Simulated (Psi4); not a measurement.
# PBE0/def2-SVP run of C2H2Cl2F2 (1,1-dichloro-2,2-difluoroethane)

What is the energy change on altering one bond length of C2H2Cl2F2 (1,1-dichloro-2,2-difluoroethane) at PBE0/def2-SVP? 

The results are computed with Psi4 1.11.

### Step 1. The structure to begin with

The species is C2H2Cl2F2 (8 atoms), meant as a singlet with charge 0. As SMILES, `FC(F)C(Cl)Cl`. The shape is that of a PBE0-D4/def2-TZVP optimisation. This is one conformer, not always the lowest.

Bond lengths: F1–C2 1.348 Å, C2–F3 1.348 Å, C2–C4 1.524 Å, C4–Cl5 1.761 Å, C4–Cl6 1.761 Å, C2–H7 1.094 Å, C4–H8 1.089 Å. Some angles: F1–C2–F3 107.5°, F1–C2–C4 109.1°, F3–C2–C4 109.1°, C2–C4–Cl5 109.4°, C2–C4–Cl6 109.4°, Cl5–C4–Cl6 111.6°, F1–C2–H7 109.5°, F3–C2–H7 109.5°, C4–C2–H7 112.2°, C2–C4–H8 109.8°.

### Step 2. Energy and forces at PBE0/def2-SVP

job.inp reads:

```
memory 2200 mb

molecule {
  0 1
  F      0.77170746    -2.14922332     2.48459301
  C      1.27154002    -0.58857410     0.53345079
  F      2.43128384    -1.96578760    -1.26946132
  C     -1.20880111     0.43578974    -0.51313623
  Cl    -0.58502141     2.35917189    -3.15559696
  Cl    -2.80994716     2.11163666     1.87394691
  H      2.53393376     0.92129818     1.16531851
  H     -2.40471429    -1.12431146    -1.11911471
  units bohr
  symmetry c1
}

set {
  basis                def2-SVP
  puream               true
  e_convergence        1e-09
  d_convergence        1e-08
  scf_type             pk
  dft_radial_points    99
  dft_spherical_points 590
}

e, wfn = gradient('pbe0', return_wfn=True)
oeprop(wfn, 'MULLIKEN_CHARGES', 'MAYER_INDICES', 'WIBERG_LOWDIN_INDICES', title='PBE0')
print_variables()
```

Launch:

```
$ psi4 -n 1 job.inp job.out
```

job.out, shortened:

```text
[...]
  Running in c1 symmetry.
[...]
  Nuclear repulsion =  380.494885545790055
[...]
  Multiplicity = 1
[...]
  Nalpha       = 33
  Nbeta        = 33
[...]
    Number of basis functions: 102
[...]
   @RKS iter   1: -1196.35949223260059   -3.17987e-02   3.52968e-03 ADIIS/DIIS
[...]
   @RKS iter  11: -1196.41140110578817    1.13687e-12   2.14511e-09 DIIS
[...]
    Orbital Energies [Eh]
    ---------------------
    Doubly Occupied:
       1A   -101.700644     2A   -101.700601     3A    -24.800447
       4A    -24.800376     5A    -10.417545     6A    -10.368081
       7A     -9.553351     8A     -9.553322     9A     -7.295052
      10A     -7.295035    11A     -7.284473    12A     -7.284458
      13A     -7.284250    14A     -7.284241    15A     -1.295144
      16A     -1.229750    17A     -0.956273    18A     -0.864550
      19A     -0.766647    20A     -0.670430    21A     -0.600369
      22A     -0.586885    23A     -0.562044    24A     -0.501438
      25A     -0.485113    26A     -0.453457    27A     -0.449676
      28A     -0.434016    29A     -0.396009    30A     -0.354975
      31A     -0.352052    32A     -0.329483    33A     -0.329084
[...]
  @RKS Final Energy: -1196.41140110578817
   => Energetics <=
    Nuclear Repulsion Energy =            380.4948855457900549
    One-Electron Energy =               -2409.9100783382682494
    Two-Electron Energy =                 899.9010850978949065
    DFT Exchange-Correlation Energy =     -66.8972934112050694
    Empirical Dispersion Energy =           0.0000000000000000
    VV10 Nonlocal Energy =                  0.0000000000000000
    Total Energy =                      -1196.4114011057883999
[...]
 Multipole Moments:
 ------------------------------------------------------------------------------------
     Multipole            Electronic (a.u.)      Nuclear  (a.u.)        Total (a.u.)
 ------------------------------------------------------------------------------------
 L = 1.  Multiply by 2.5417464519 to convert [e a0] to [Debye]
 Dipole X            :          0.2473294           -0.3050282           -0.0576988
 Dipole Y            :         -0.2382774            0.3418579            0.1035805
 Dipole Z            :          0.0983507           -0.1188945           -0.0205439
 Magnitude           :                                                    0.1203333
[...]
  -Total Gradient:
     Atom            X                  Y                   Z
    ------   -----------------  -----------------  -----------------
       1        0.000195499522    -0.003037145686     0.002075387202
       2        0.001033317350     0.013038787950     0.001077338677
       3        0.001761671925    -0.002857031599    -0.001481944712
       4       -0.004518141497    -0.003919959795    -0.002172160369
       5       -0.000686815997    -0.001761049222     0.003226201429
       6        0.001988140104    -0.001468808034    -0.002819778589
       7       -0.002950356668    -0.005549073448    -0.001576608444
       8        0.003189485885     0.005540222389     0.001676484271
[...]
  Mulliken Charges: (a.u.)
   Center  Symbol    Alpha    Beta     Spin     Total
       1     F     4.60761  4.60761  0.00000 -0.21521
       2     C     2.75057  2.75057  0.00000  0.49885
       3     F     4.60760  4.60760  0.00000 -0.21520
       4     C     3.04540  3.04540  0.00000 -0.09081
       5    CL     8.53934  8.53934  0.00000 -0.07868
       6    CL     8.53931  8.53931  0.00000 -0.07863
       7     H     0.47826  0.47826  0.00000  0.04349
       8     H     0.43191  0.43191  0.00000  0.13618
   Total alpha = 33.00000, Total beta = 33.00000, Total charge =  0.00000
[...]
```

Run time: 35 s. Hardware: 1 thread of Intel Xeon Platinum 8259CL at 2.50GHz (Skylake/Cascade Lake), shared host; peak memory 0.93 GiB.

### Step 3. The distorted shape: the energy at PBE0/def2-SVP

calc.inp reads:

```
memory 2200 mb

molecule molecule1 {
  0 1
  F      0.012269    -2.358669     2.992755
  C      0.276769    -1.532809     1.960255
  F      0.890479    -2.261599     1.006195
  C     -1.035771    -0.990739     1.406425
  Cl    -0.309580     1.248420    -1.669870
  Cl    -1.883061    -0.103919     2.669615
  H      0.944799    -0.733819     2.294625
  H     -1.668621    -1.816309     1.085755
  units angstrom
  symmetry c1
  no_reorient
  no_com
}

set basis def2-SVP
set reference rks
set puream true
set e_convergence 1e-09
set d_convergence 1e-08
set scf_type pk
set dft_radial_points 99
set dft_spherical_points 590

e_tot, wfn = energy("pbe0", return_wfn=True)
```

Launch:

```
$ psi4 calc.inp calc.out -n 1
```

calc.out, shortened:

```text
[...]
  Running in c1 symmetry.
[...]
  Nuclear repulsion =  315.052269423299606
[...]
  Multiplicity = 1
[...]
  Nalpha       = 33
  Nbeta        = 33
[...]
    Number of basis functions: 102
[...]
   @RKS iter   1: -1195.99249067856113   -1.90315e-01   5.03344e-03 DIIS/ADIIS
[...]
   @RKS iter  24: -1196.23635518694846   -1.29603e-11   2.61389e-09 DIIS
[...]
    Orbital Energies [Eh]
    ---------------------
    Doubly Occupied:
       1A   -101.769502     2A   -101.633624     3A    -24.829265
       4A    -24.818630     5A    -10.445148     6A    -10.400036
       7A     -9.619937     8A     -9.481580     9A     -7.360671
      10A     -7.353276    11A     -7.349989    12A     -7.224254
      13A     -7.212838    14A     -7.212825    15A     -1.318247
      16A     -1.251905    17A     -0.964624    18A     -0.806588
      19A     -0.752728    20A     -0.697873    21A     -0.620953
      22A     -0.608448    23A     -0.578438    24A     -0.516102
      25A     -0.487455    26A     -0.473604    27A     -0.459314
      28A     -0.424355    29A     -0.416463    30A     -0.381298
      31A     -0.280710    32A     -0.277864    33A     -0.277677
[...]
  @RKS Final Energy: -1196.23635518694846
   => Energetics <=
    Nuclear Repulsion Energy =            315.0522694232996059
    One-Electron Energy =               -2278.6364653781415655
    Two-Electron Energy =                 834.0991868428470752
    DFT Exchange-Correlation Energy =     -66.7513460749534033
    Empirical Dispersion Energy =           0.0000000000000000
    VV10 Nonlocal Energy =                  0.0000000000000000
    Total Energy =                      -1196.2363551869484581
[...]
 Multipole Moments:
 ------------------------------------------------------------------------------------
     Multipole            Electronic (a.u.)      Nuclear  (a.u.)        Total (a.u.)
 ------------------------------------------------------------------------------------
 L = 1.  Multiply by 2.5417464519 to convert [e a0] to [Debye]
 Dipole X            :         64.5764084          -65.0594892           -0.4830808
 Dipole Y            :         74.5229184          -75.2438128           -0.7208945
 Dipole Z            :       -142.9769508          144.6900461            1.7130953
 Magnitude           :                                                    1.9203519
[...]
```

Wall time 41 s (1 thread of Intel Xeon Platinum 8259CL at 2.50GHz (Skylake/Cascade Lake), shared host); peak memory 0.88 GiB.

### Step 4. Summary of results

Level: PBE0/def2-SVP.

```
                                                          quantity           value
                                         first shape: total energy  -1196.41140 Eh
                                        first shape: dipole moment          0.31 D
                                          first shape: HOMO energy        -8.95 eV
                                          first shape: LUMO energy         0.30 eV
                                        first shape: HOMO–LUMO gap         9.26 eV
                             first shape: largest force on an atom      0.675 eV/Å
                                     distorted shape: total energy  -1196.23636 Eh
                                    distorted shape: dipole moment          4.88 D
                                      distorted shape: HOMO energy        -7.56 eV
                                      distorted shape: LUMO energy        -6.14 eV
                                    distorted shape: HOMO–LUMO gap         1.41 eV
energy change with the C4–Cl5 bond stretched from 1.761 to 3.874 Å        4.763 eV
```

**Reading.** One bond (distorted shape) is far stretched, which a spin-restricted single reference describes badly; a broken-symmetry solution may lie lower. With the C4–Cl5 bond stretched from 1.761 to 3.874 Å the energy rises by 4.76 eV (460 kJ/mol). The first shape isn't relaxed at this level, so the change isn't measured from a minimum. A restricted reference can't describe the breaking bond well at this length. The largest force (first shape) is 0.67 eV/Å: the shape isn't a stationary point for this species at this level. Mulliken charges (first shape) run from -0.22 on F1 to +0.50 on C2.
